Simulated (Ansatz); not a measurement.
**Relaxing AgSn2**

The calculation used DFT PBE, scalar-relativistic, plane waves, PAW (Ansatz). Cutoff 420 eV, Γ-centred k mesh, Gaussian smearing, no spin polarisation in the final step.

The start puts AgSn2 on the cubic Laves (C15) structure type (Fd-3m, No. 227), with Ag in place of Mg, Sn in place of Cu, at a guessed volume.

```
Ag Sn
1.0
     0.00000    4.15260    4.15260
     4.15260    0.00000    4.15260
     4.15260    4.15260    0.00000
Ag Sn
2 4
Direct
  0.00000 0.00000 0.00000
  0.25000 0.25000 0.25000
  0.62500 0.62500 0.62500
  0.12500 0.62500 0.62500
  0.62500 0.62500 0.12500
  0.62500 0.12500 0.62500
```

Cell and atoms relax at zero pressure; the relaxation can't lower the symmetry of the start. After a coarse first stage the cell is made exact in the group found at 0.06 Å.

The zero of energy is the elements' standard structures at the same level; no fitted shifts are applied.

Problem. What does it relax into?

Solution. It keeps Fd-3m (No. 227). The result has the cubic Laves (C15) structure. Conventional cell: a = 8.710 Å. Around Ag lie 12 Sn at 3.61 Å and 4 Ag at 3.77 Å; Sn is coordinated by 6 Sn at 3.08 Å and 6 Ag at 3.61 Å.

Space group Fd-3m:1 (No. 227). a = 8.710 Å, b = 8.710 Å, c = 8.710 Å, α = 90.00°, β = 90.00°, γ = 90.00°
| atom | site | symmetry | x | y | z |
| --- | --- | --- | --- | --- | --- |
| Ag | 8b | -43m | 0.0000 | 0.0000 | 0.5000 |
| Sn | 16c | .-3m | 0.1250 | 0.1250 | 0.1250 |

Problem. What are its volume, energy, density and gap?

Solution. The volume per atom is 27.53 Å³ and the density is 6.94 g/cm³. The energy over the elements is 0.37 eV/atom and the gap on the 8×8×8 mesh is 0 eV (a metal).

The final run used a 8×8×8 mesh on its 6-atom cell and 0.10 eV smearing. The k mesh leaves about 4 meV/atom of noise in metals. A structure relaxed within its symmetry needn't be a true minimum.

Cost: 3 runs of about 0.97 core-minutes in all, on Intel Xeon Platinum 8488C (Sapphire Rapids) (shared hosts).